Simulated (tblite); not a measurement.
# CHBCl3N: the cost of one run

Computed with tblite 0.8.0 and PySCF 2.14.0; each step states its level. No surroundings beyond the atoms listed, unless a continuum is named. Atoms count from 0, parts from 1.

### Step 1. The system as given

7 atoms, charge 0, multiplicity 1; geometry: rigid parts in contact. Parts: 1 = atoms 0–3, `ClB(Cl)Cl`, charge 0; 2 = atoms 4–6, `C#N`, charge 0.

### Step 2. Search for minima with GFN2-xTB

The job: settings as JSON, then the geometry in Å.

```
{"job": {"kind": "dock", "xc": "GFN2-xTB", "basis": "xTB"}, "charge": 0, "multiplicity": 1, "parts": [{"atoms": "0-3", "charge": 0, "multiplicity": 1}, {"atoms": "4-6", "charge": 0, "multiplicity": 1}]}
Cl     0.766118    -0.143720     1.536783
B     -0.000205     0.000130    -0.000101
Cl     0.366217    -1.124874    -1.253173
Cl    -1.132129     1.268463    -0.283509
C      0.366793     3.587951     1.886250
N      0.885752     2.587066     1.734135
H     -0.116102     4.519153     2.027853
```

Method: GFN2-xTB search for minima from random contacts, gas phase.

The run is started by

```bash
$ OMP_NUM_THREADS=1 python cluster_run.py task.json out
```

One launch serves the whole session: the jobs run in the order shown.

Q: Estimate the wall time of this first job on 1 thread of AMD EPYC 7R43, shared host.

About 12 s.
